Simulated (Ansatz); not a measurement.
Process, species as SMILES: C=C (C2H4) + 2 [H][H] (H2) → 2 C (CH4)
B3LYP-D3(BJ)/def2-TZVP geometries, fixed; electronic energies without zero-point terms.
Largest species:
```xyz
6

C     -0.0012    -0.0058     0.6623
C      0.0012     0.0058    -0.6623
H      0.0167     0.9104     1.2401
H     -0.0212    -0.9321     1.2238
H      0.0212     0.9321    -1.2238
H     -0.0167    -0.9104    -1.2401
```
Charge 0, spin multiplicity 1.

The energy of full hydrogenation at CCSD(T) with Ansatz (an electronic-structure program), in kcal/mol, split into its Hartree-Fock and correlation parts. Cores are frozen. No added dispersion term, no relativity. Functions are those of the species that has most.

```csv
basis,X,functions,Hartree-Fock,CCSD(T)
cc-pVDZ,2,48,-62.62,-58.32
cc-pVTZ,3,116,-60.73,-58.29
cc-pVQZ,4,230,-60.32,-58.08
```

Worked estimate of the basis-set limit from each neighbouring pair, with Hartree-Fock from the larger set and the correlation part extrapolated as X^-3.
Correlation parts: X = 2: 4.30, X = 3: 2.44, X = 4: 2.24.
- (2,3): (27·(2.44) - 8·(4.30))/19 = 1.66; with Hartree-Fock -60.73 the estimate is -59.07 kcal/mol.
- (3,4): (64·(2.24) - 27·(2.44))/37 = 2.09; with Hartree-Fock -60.32 the estimate is -58.23 kcal/mol.
The last two estimates differ by 0.85 kcal/mol; the largest set lies 0.15 from the last. Over the last step Hartree-Fock moves by 0.41 and the correlation part by -0.20.
